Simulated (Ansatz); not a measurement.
# quartet CF: levels of theory compared

Aim: a comparison of 6 runs (U-r2SCAN/STO-3G, U-wB97M-V/STO-3G, UB2PLYP/STO-3G, UBLYP/STO-3G, UPBE0/STO-3G, RPA@PBE/STO-3G) of quartet CF. 

The results are computed with Ansatz 0.2.0.

44 further runs of the same task are left out: 9 that didn't finish, 35 set aside as unsound or not needed.

### Step 1. The molecule

The species is CF (2 atoms), meant as a quartet with charge 0. SMILES of the parent species: `[C]F`. The shape is that of a PBE0-D4/def2-TZVP optimisation. That shape belongs to the parent species and isn't relaxed for this state.

Bond lengths: C1–F2 1.268 Å.

### Step 2. A single-point energy at U-r2SCAN/STO-3G (run 1)

in.yaml

```yaml
crystal:
  periodic: [false, false, false]
  atoms:
    - {symbol: C, position_ang: [-0.000000, 0.000000, 0.003080]}
    - {symbol: F, position_ang: [0.000000, -0.000000, 1.271320]}
basis:
  gaussian:
    orbitals: STO-3G
accuracy: high
hamiltonian:
  xc: r2scan
magnetization:
  spin_polarized: true
  initial_magnetization: 3
```

Run with:

```sh
$ ansatz run in.yaml --threads 1 --pin off --max-ram 3480MiB --events-out events.jsonl --progress --plain --runs-dir runs
```

What it wrote:

```text
Warning: RAYON_NUM_THREADS=1 ignored (pool sized by the plan → 1); use --threads N
Functional definition: r2SCAN
  name "r2SCAN"
  parameter k0 = 0.174
  parameter k1 = 0.065
  parameter a1 = 4.9479
  exchange = r2scan_x(k0 = k0, k1 = k1, a1 = a1)
  correlation = r2scan_c
149 factors; integrals over basis functions are off by at most 3.2e-8 eV
mean field evaluation 1: about -3687.4153 eV, gradient 2.7e1 eV
mean field evaluation 2: about -3687.9259 eV, gradient 2.4e1 eV
mean field evaluation 4: about -3692.4458 eV, gradient 1.8e-1 eV
mean field evaluation 8: about -3692.4166 eV, gradient 5.7e-4 eV
mean field evaluation 16: about -3692.4166 eV, gradient 2.2e-8 eV
mean field -3692.41656965 eV, -135.6938061247 hartree, gradient 2.2e-8 eV, S^2 3.750276; 0 other end points of the search recorded, 0 dependent functions left out
reference -3692.41656993 eV, -135.6938061350 hartree; 9, 6 occupied and 1, 4 virtual orbitals, 149 factors
Total energy: -3692.41656993 eV, -135.6938061350 hartree
```

It took 1.5 s on 1 thread of Arm Neoverse V1, shared host; peak memory 0.13 GiB.

### Step 3. The energy at U-wB97M-V/STO-3G (run 2)

in.yaml

```yaml
crystal:
  periodic: [false, false, false]
  atoms:
    - {symbol: C, position_ang: [-0.000000, 0.000000, 0.003080]}
    - {symbol: F, position_ang: [0.000000, -0.000000, 1.271320]}
basis:
  gaussian: {orbitals: STO-3G}
magnetization: {spin_polarized: true, initial_magnetization: 3}
hamiltonian: {xc: {name: wB97M-V}}
accuracy: high
```

Run with:

```sh
$ ansatz run in.yaml --threads 1 --pin off --max-ram 3480MiB --events-out events.jsonl --progress --plain --runs-dir runs
```

What it wrote, cut to the lines that bear on the results:

```text
Warning: RAYON_NUM_THREADS=1 ignored (pool sized by the plan → 1); use --threads N
Functional definition: wB97M-V
  name "wB97M-V"
[...]
  gx(w, u) = 1 - cx + cx01*u + cx10*w
  gss(w, u) = css00 + css04*u^4 + css10*w + css20*w^2 + css43*w^4*u^3
  gos(w, u) = cos00 + cos10*w + (cos20 + cos21*u)*w^2 + (cos60 + cos61*u)*w^6
[...]
      + integral(e_c_pw_mod_opposite_spin*gos(b97_w_opposite, b97_u_opposite)) + vv10(b, c)
149 factors; integrals over basis functions are off by at most 3.2e-8 eV
84 factors; integrals over basis functions are off by at most 4.2e-10 eV
[...]
mean field -3693.10151820 eV, -135.7189775198 hartree, gradient 5.3e-8 eV, S^2 3.750165; 0 other end points of the search recorded, 0 dependent functions left out
reference -3693.10151923 eV, -135.7189775575 hartree; 9, 6 occupied and 1, 4 virtual orbitals, 149 factors
Total energy: -3693.10151923 eV, -135.7189775575 hartree
```

Run time: 6.3 s. Hardware: 1 thread of Arm Neoverse V1, shared host; peak memory 0.25 GiB.

Run 3 isn't shown in full; the table further down has it.

### Step 4. A single-point energy at UBLYP/STO-3G (run 4)

input.yaml

```yaml
basis:
  gaussian: {orbitals: STO-3G}
crystal:
  periodic: [false, false, false]
  atoms:
    - {symbol: C, position_ang: [-0.000000, 0.000000, 0.003080]}
    - {symbol: F, position_ang: [0.000000, -0.000000, 1.271320]}
magnetization: {spin_polarized: true, initial_magnetization: 3}
hamiltonian: {xc: {name: BLYP}}
accuracy: high
```

Run with:

```sh
$ ansatz run input.yaml --threads 1 --pin off --max-ram 3480MiB --events-out events.jsonl --progress --plain --runs-dir runs
```

What it wrote:

```text
Warning: RAYON_NUM_THREADS=1 ignored (pool sized by the plan → 1); use --threads N
Functional definition: BLYP
  name "BLYP"
  parameter beta = 0.0042
  parameter a = 0.04918
  parameter b = 0.132
  parameter c = 0.2533
  parameter d = 0.349
  exchange = b88_x(beta = beta)
  correlation = lyp_c(a = a, b = b, c = c, d = d)
149 factors; integrals over basis functions are off by at most 3.2e-8 eV
mean field evaluation 1: about -3686.3930 eV, gradient 3.0e1 eV
mean field evaluation 2: about -3685.2706 eV, gradient 2.7e1 eV
mean field evaluation 4: about -3691.7771 eV, gradient 2.9e-1 eV
mean field evaluation 8: about -3691.7606 eV, gradient 1.3e-2 eV
mean field evaluation 16: about -3691.7606 eV, gradient 1.8e-8 eV
mean field -3691.76057648 eV, -135.6696988205 hartree, gradient 1.8e-8 eV, S^2 3.750103; 0 other end points of the search recorded, 0 dependent functions left out
reference -3691.76059561 eV, -135.6696995234 hartree; 9, 6 occupied and 1, 4 virtual orbitals, 149 factors
Total energy: -3691.76059561 eV, -135.6696995234 hartree
```

Wall time 0.52 s (1 thread of Arm Neoverse V1, shared host).

Run 5 isn't shown in full; the table further down has it.

### Step 5. The energy at RPA@PBE/STO-3G (run 6)

job.yaml

```yaml
basis:
  gaussian:
    orbitals: STO-3G
crystal:
  periodic: [false, false, false]
  atoms:
    - {symbol: C, position_ang: [-0.000000, 0.000000, 0.003080]}
    - {symbol: F, position_ang: [0.000000, -0.000000, 1.271320]}
magnetization:
  spin_polarized: true
  initial_magnetization: 3
accuracy: high
correlation:
  method: rpa
  frozen_orbitals: {C: 1, F: 1}
hamiltonian:
  xc: pbe
```

Run with:

```sh
$ ansatz run job.yaml --threads 1 --pin off --max-ram 3480MiB --events-out events.jsonl --progress --plain --runs-dir runs
```

What it wrote:

```text
Warning: RAYON_NUM_THREADS=1 ignored (pool sized by the plan → 1); use --threads N
Functional definition: PBE
  name "PBE"
  parameter kappa = 0.804
  parameter beta = 0.06672455060314922
  exchange = pbe_x(kappa = kappa, mu = beta*pi^2/3)
  correlation = pbe_c(beta = beta)
149 factors; integrals over basis functions are off by at most 3.2e-8 eV
mean field evaluation 1: about -3683.6143 eV, gradient 3.0e1 eV
mean field evaluation 2: about -3683.5963 eV, gradient 3.0e1 eV
mean field evaluation 4: about -3689.1758 eV, gradient 1.3e0 eV
mean field evaluation 8: about -3689.1849 eV, gradient 6.9e-4 eV
mean field evaluation 16: about -3689.1849 eV, gradient 2.6e-9 eV
mean field -3689.18491499 eV, -135.5750450064 hartree, gradient 2.6e-9 eV, S^2 3.750298; 0 other end points of the search recorded, 0 dependent functions left out
2 core orbitals not correlated: weight in the atoms' cores, before any rotation towards them, 1.000 or more for the frozen orbitals, at most 0.000 for the correlated occupied ones
reference -3679.17002910 eV, -135.2070047384 hartree; 7, 4 occupied and 1, 4 virtual orbitals, 149 factors
Total energy: -3681.54590864 eV, -135.2943167011 hartree
```

It took 0.64 s on 1 thread of Arm Neoverse V1, shared host; peak memory 0.091 GiB.

### Step 6. The series

| run | level | frozen core orbitals | energy (Eh) | ⟨S²⟩ | wall time |
| --- | --- | --- | --- | --- | --- |
| 1 | U-r2SCAN/STO-3G | – | -135.693806 | 3.750 | 1.5 s |
| 2 | U-wB97M-V/STO-3G | – | -135.718978 | 3.750 | 6.3 s |
| 3 | UB2PLYP/STO-3G | 2 | -135.569114 | 3.750 | 0.62 s |
| 4 | UBLYP/STO-3G | – | -135.669700 | 3.750 | 0.52 s |
| 5 | UPBE0/STO-3G | – | -135.607461 | 3.750 | 0.54 s |
| 6 | RPA@PBE/STO-3G | 2 | -135.294317 | 3.750 | 0.64 s |

### Step 7. Summary of results

```
                                quantity          value
                     run 6: total energy  -135.29432 Eh
 run 6: RPA correlation energy (valence)      -87.3 mEh
run 6: ⟨S²⟩ of the reference determinant          3.750
```

**Reading.** Totals of different functionals can't be ranked against each other. In runs 1, 2, 3, 4, 5, 6 the basis is minimal, so the values are rough. All runs together took 10 s, the longest 6.3 s.
